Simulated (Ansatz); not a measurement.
This geometry of BH3O + H2 (7 atoms, charge 0, multiplicity 1) is a first-order saddle point.

Method: Ansatz 0.2.0, RKS PBE-D4/def2-SVPD.

```xyz
7
Properties=species:S:1:pos:R:3
B 0.000 0.226 0.116
O 0.033 -0.143 1.671
H -0.867 -0.368 1.964
H 1.040 -0.064 -0.431
H -1.068 0.005 -0.414
H 0.051 1.559 0.314
H 0.023 1.066 1.236
```

Which two structures does it join? (They come from a converged band through this point; their orientation in space is the band's.)

Bonds broken: H6–H7. Bonds formed: B1–H6, O2–H7. BH3O + H2 becomes BH5O.

First end point:

```xyz
7
Properties=species:S:1:pos:R:3
B -0.075 -0.404 0.238
O -0.103 -0.871 1.515
H -1.001 -0.934 1.884
H 1.017 -0.310 -0.282
H -1.107 -0.114 -0.338
H -0.048 2.568 0.492
H 0.530 2.345 0.947
```

Last end point:

```xyz
7
Properties=species:S:1:pos:R:3
B -0.143 0.374 -0.083
O 0.033 -0.051 1.560
H -0.826 0.075 2.006
H 0.989 0.204 -0.505
H -0.980 -0.433 -0.458
H -0.519 1.540 -0.039
H 0.659 0.572 1.975
```

How far does it lie above each of them?

1.33 eV above the first and 0.75 eV above the second. This is the barrier of this one path; another mechanism may lie lower. The orbitals stay closed-shell, which can raise the energy where a bond breaks towards radicals; this wasn't checked here.

The run took 66 s on 1 thread of Arm Neoverse V2, with other jobs on the host, peak memory 0.12 GiB.
